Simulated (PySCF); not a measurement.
Compound: N,N,N',N'-tetramethylmethanediamine, C5H14N2.
Atom-mapped SMILES: `[CH3:1][N:2]([CH3:3])[CH2:4][N:5]([CH3:6])[CH3:7]` (hydrogens: H8, H9, H10 on C1; H11, H12, H13 on C3; H14, H15 on C4; H16, H17, H18 on C6; H19, H20, H21 on C7)

The same species was optimised twice, with GFN2-xTB and with PBE0-D3(BJ)/def2-SVP (PySCF), and the same property calculations (PySCF, gas phase) were run on both structures.

```json
{"coordinate": "N5–C6 (Å)", "GFN2-xTB": "1.446", "PBE0-D3(BJ)/def2-SVP": "1.437", "change": "-0.009"}
{"coordinate": "N2–C3 (Å)", "GFN2-xTB": "1.446", "PBE0-D3(BJ)/def2-SVP": "1.437", "change": "-0.009"}
{"coordinate": "C4–N5 (Å)", "GFN2-xTB": "1.448", "PBE0-D3(BJ)/def2-SVP": "1.440", "change": "-0.008"}
{"coordinate": "N2–C4 (Å)", "GFN2-xTB": "1.448", "PBE0-D3(BJ)/def2-SVP": "1.440", "change": "-0.008"}
{"coordinate": "C1–N2 (Å)", "GFN2-xTB": "1.449", "PBE0-D3(BJ)/def2-SVP": "1.441", "change": "-0.008"}
{"coordinate": "N5–C7 (Å)", "GFN2-xTB": "1.449", "PBE0-D3(BJ)/def2-SVP": "1.442", "change": "-0.007"}
{"coordinate": "C1–N2–C3 (°)", "GFN2-xTB": "111.6", "PBE0-D3(BJ)/def2-SVP": "113.1", "change": "+1.5"}
{"coordinate": "C1–N2–C4 (°)", "GFN2-xTB": "111.2", "PBE0-D3(BJ)/def2-SVP": "112.8", "change": "+1.6"}
{"coordinate": "C4–N5–C7 (°)", "GFN2-xTB": "111.2", "PBE0-D3(BJ)/def2-SVP": "112.8", "change": "+1.6"}
{"coordinate": "C6–N5–C7 (°)", "GFN2-xTB": "111.6", "PBE0-D3(BJ)/def2-SVP": "113.1", "change": "+1.5"}
{"coordinate": "C4–N5–C6 (°)", "GFN2-xTB": "111.8", "PBE0-D3(BJ)/def2-SVP": "113.4", "change": "+1.6"}
{"coordinate": "C3–N2–C4 (°)", "GFN2-xTB": "111.9", "PBE0-D3(BJ)/def2-SVP": "113.4", "change": "+1.5"}
{"coordinate": "N2–C4–N5 (°)", "GFN2-xTB": "110.2", "PBE0-D3(BJ)/def2-SVP": "111.4", "change": "+1.2"}
{"coordinate": "C1–N2–C4–N5 (°)", "GFN2-xTB": "64", "PBE0-D3(BJ)/def2-SVP": "66", "change": "+2"}
{"coordinate": "N2–C4–N5–C6 (°)", "GFN2-xTB": "-170", "PBE0-D3(BJ)/def2-SVP": "-164", "change": "+6"}
```

Rotational constants: A = 4645, B = 1527, C = 1508 MHz (GFN2-xTB) against A = 4575, B = 1513, C = 1492 MHz (PBE0-D3(BJ)/def2-SVP). Point groups within 0.08 Å: C2 and C2.

On the GFN2-xTB structure: HOMO (eV) -6.11 [PBE0/pcSseg-1]; LUMO (eV) 1.46 [PBE0/pcSseg-1]; dipole (D) 0.71 [PBE0/pcSseg-1]; GIAO shielding of C1/C3/C6/C7 (mean) (ppm) 142.9 [PBE0/pcSseg-1]; GIAO shielding of N2/N5 (mean) (ppm) 219.7 [PBE0/pcSseg-1]; GIAO shielding of C4 (ppm) 102.0 [PBE0/pcSseg-1].

Task: What do these properties become on the PBE0-D3(BJ)/def2-SVP structure?

Result: 
```json
{"property": "HOMO (eV)", "level": "PBE0/pcSseg-1", "on GFN2-xTB": "-6.11", "on PBE0-D3(BJ)/def2-SVP": "-6.04", "change": "+0.07"}
{"property": "LUMO (eV)", "level": "PBE0/pcSseg-1", "on GFN2-xTB": "1.46", "on PBE0-D3(BJ)/def2-SVP": "1.42", "change": "-0.04"}
{"property": "dipole (D)", "level": "PBE0/pcSseg-1", "on GFN2-xTB": "0.71", "on PBE0-D3(BJ)/def2-SVP": "0.60", "change": "-0.11"}
{"property": "energy, GFN2-xTB geometry as zero (kcal/mol)", "level": "PBE0/pcSseg-1", "on GFN2-xTB": "0.0", "on PBE0-D3(BJ)/def2-SVP": "-0.5", "change": "-0.5"}
{"property": "GIAO shielding of C1/C3/C6/C7 (mean) (ppm)", "level": "PBE0/pcSseg-1", "on GFN2-xTB": "142.9", "on PBE0-D3(BJ)/def2-SVP": "142.5", "change": "-0.4"}
{"property": "GIAO shielding of N2/N5 (mean) (ppm)", "level": "PBE0/pcSseg-1", "on GFN2-xTB": "219.7", "on PBE0-D3(BJ)/def2-SVP": "223.5", "change": "+3.8"}
{"property": "GIAO shielding of C4 (ppm)", "level": "PBE0/pcSseg-1", "on GFN2-xTB": "102.0", "on PBE0-D3(BJ)/def2-SVP": "103.2", "change": "+1.2"}
```

The heavy atoms differ by 0.057 Å rms after alignment. Among bonds between heavy atoms C1–N2, N2–C3, N2–C4, C4–N5 and N5–C6 change most and about equally (-0.009 to -0.008 Å). Changes are differences of the printed values. Neither structure is proved a minimum here.

Conformer computed: `[CH3:1][N:2]([CH3:3])[CH2:4][N:5]([CH3:6])[CH3:7]`: C1–N2–C4–N5 66°, N2–C4–N5–C6 -164°.
